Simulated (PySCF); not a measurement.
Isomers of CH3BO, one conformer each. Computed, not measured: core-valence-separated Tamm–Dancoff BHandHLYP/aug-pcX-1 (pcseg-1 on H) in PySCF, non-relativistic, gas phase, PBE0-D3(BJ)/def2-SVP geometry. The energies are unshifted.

P. `[BH3-]C#[O+]`
Q. `CB=O`

Main lines, eV (oscillator strength):
1. C K: 284.3 (0.182); O K: 531.8 (0.090); B K: 190.4 (0.036), 190.8 (0.042)
2. C K: 286.1 (0.025), 286.8 (0.043), 287.1 (0.027), 288.2 (0.010); O K: 530.8 (0.077); B K: 188.7 (0.155)
Listed: the first five lines at most of each edge with a tenth or more of its strongest line's intensity; roots within 0.03 eV on the same or equivalent atoms are summed. Only the lowest roots were sought, and the top ones are left out.

Problem. Which spectrum belongs to which isomer?

Solution. 1 = P, 2 = Q.
- P: first C line listed at 284.3 eV, hole on the triply bonded carbon (1s→π*); first O line listed at 531.8 eV, hole on the oxygen bonded to C (1s→π*); first B line listed at 190.4 eV, hole on the four-coordinate boron.
- Q: first C line listed at 286.1 eV, hole on the sp3 carbon bound to boron; first O line listed at 530.8 eV, hole on the oxygen bonded to B; first B line listed at 188.7 eV, hole on the boron bonded to C and O.

Problem. What are the ground-state energies of the isomers at BHandHLYP/aug-pcX-1 (pcseg-1 on H), relative to the lowest?

Solution. P 226.3, Q 0.0 kJ/mol (electronic energies on these geometries, no dispersion or zero-point terms).
